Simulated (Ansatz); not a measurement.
## Relative stability

Two relaxed structures of BSi2H5, closed shell (PBE0-D4/def2-TZVP; forces vanish, vibrations not checked).

A:

```csv
atom,x (Å),y (Å),z (Å)
B1,-1.4560,0.5102,-1.3843
Si2,-0.0598,1.1156,-0.3623
Si3,0.8323,-0.7162,0.7464
H4,-2.1696,0.0751,-2.2209
H5,-0.2334,2.4206,0.3231
H6,0.2969,-0.8644,2.1257
H7,2.3148,-0.6247,0.8283
H8,0.4749,-1.9162,-0.0560
```

B:

```
8
angstrom
B 0.1834 -0.6185 0.4970
Si 0.0202 1.2158 -0.2175
Si -1.8078 0.1919 -0.9411
H -0.9104 -0.5031 -1.9476
H 0.5491 2.1414 0.8199
H 0.4271 -0.5938 1.6683
H 1.2008 0.0317 -0.1401
H 0.0603 -1.6679 -0.0563
```

Program: Ansatz 0.2.0. Basis: def2-TZVPP. Cores are frozen in the correlated methods. B3LYP uses VWN-RPA correlation.

(1) Which structure is lower at CCSD(T), and by how much? (Judge from chemistry; the value comes from the calculation.)

(2) Do the other methods give the same order? (Judge from chemistry; the calculation decides.)

T1 diagnostic: at most 0.020. The restricted Hartree–Fock reference is unstable towards an unrestricted one at one or more of these structures.

## Answers

(1) The calculation gives: A, by 9.1 kJ/mol (electronic energy, against the other). By their contacts, A is BSi₂H₅ ([BH][SiH][SiH3]) and B is BSi₂H₅ ([SiH][SiH]1[H][BH2]1).

(2) The calculation gives: Not all: PBE-D4, r2SCAN-D4, PBE0-D4, wB97M-V give the other order.

```json
{"method": "PBE-D4", "E(B) − E(A) (kJ/mol)": "-26.4"}
{"method": "r2SCAN-D4", "E(B) − E(A) (kJ/mol)": "-7.0"}
{"method": "PBE0-D4", "E(B) − E(A) (kJ/mol)": "-13.5"}
{"method": "B3LYP-D4", "E(B) − E(A) (kJ/mol)": "5.6"}
{"method": "wB97M-V", "E(B) − E(A) (kJ/mol)": "-11.2"}
{"method": "HF", "E(B) − E(A) (kJ/mol)": "70.9"}
{"method": "MP2", "E(B) − E(A) (kJ/mol)": "1.3"}
{"method": "CCSD", "E(B) − E(A) (kJ/mol)": "17.3"}
{"method": "CCSD(T)", "E(B) − E(A) (kJ/mol)": "9.1"}
```

Labels in which every atom is bracketed show which atoms are joined, not bond orders.

For scale, one of the runs: CCSD(T)/def2-TZVPP, 185 basis functions, launched by `ansatz run in.yaml --threads 2 --pin off --events-out ev --progress --plain --max-ram 4352MiB`. Hardware: 2 CPU threads of an AMD EPYC 7R32, shared host. Wall time 23 s; peak host memory 1.7 GiB.
